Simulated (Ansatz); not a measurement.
Scan of H2S, singlet

Starting geometry (PBE0/def2-TZVP stationary point for this spin, not checked as a minimum):

```yaml
atoms:
  - { symbol: S, position_ang: [0.0000, -0.0550, 0.0000] }
  - { symbol: H, position_ang: [0.0000, 0.8742, -0.9672] }
  - { symbol: H, position_ang: [0.0000, 0.8742, 0.9672] }
```

From there H3 moves along the line of the two atoms named below, all else staying in place; atoms are numbered as listed. Energies are in eV, counted from the starting geometry at the same level.

Basis cc-pVDZ; Ansatz 0.2.0. Correlated methods freeze the noble-gas cores. Prefix R: restricted or restricted open-shell reference; prefix U: unrestricted. Active spaces: valence = (8e, 6o) chosen from the atoms' valence shells.

Unrestricted rows (U) aren't spin-pure: their determinants' ⟨S²⟩ exceeds S(S+1) by up to 0.70, so they mix in states of higher spin. Runs in a small pair space aren't shown, since their orbitals change along the scan. A value is left out where its run failed or describes another state than the reference as far as symmetry and spin tell, or, spin-broken singlets apart, can't be checked.

Full CI isn't at hand for all of this; RCCSDTQ serves as the reference, and is uncertain by the last step of the cluster series or more. The frozen core follows each run's orbitals, which can shift R against U totals by a few meV.

```csv
distance S1-H3 (Å),RCCSDTQ,error RHF,error UHF,error CISD,error UCCSD,error NEVPT2 (valence space),error NEVPT4(SD) (valence space)
1.096,1.430,-0.072,-0.072,-0.023,-0.009,-0.008,-0.003
1.183,0.528,-0.051,-0.051,-0.016,-0.006,-0.001,-0.001
1.341,0.000,0.000,0.000,0.000,0.000,0.000,0.000
1.460,0.126,0.049,0.049,0.016,0.006,-0.007,-0.001
1.598,0.532,0.124,0.124,0.042,0.016,-0.017,-0.003
1.808,1.331,0.286,0.285,0.099,–,-0.031,-0.005
2.165,2.542,0.740,-0.012,0.270,0.170,-0.042,-0.009
2.471,–,–,–,–,–,–,–
2.981,–,–,–,–,–,–,–
3.650,–,–,–,–,–,–,–
4.491,–,–,–,–,–,–,–
```

Errors are those of relative energies. In total energy the starting point itself misses RCCSDTQ by: RHF 4.656, UHF 4.656, CISD 0.315, UCCSD 0.109, NEVPT2 (valence space) 0.812, NEVPT4(SD) (valence space) 0.071 eV.

Spread of the error over the points with a reference, to 2.165 Å (largest less smallest): NEVPT4(SD) (valence space) 0.009, NEVPT2 (valence space) 0.042, UCCSD 0.179 (6 of 7 points), CISD 0.293, UHF 0.357, RHF 0.812 eV.

Going outwards, the relative energy of RHF first misses by more than 0.043 eV (1 kcal/mol) at 1.460 Å.

Going outwards, the relative energy of UHF first misses by more than 0.043 eV (1 kcal/mol) at 1.460 Å.

Going outwards, the relative energy of CISD first misses by more than 0.043 eV (1 kcal/mol) at 1.808 Å.
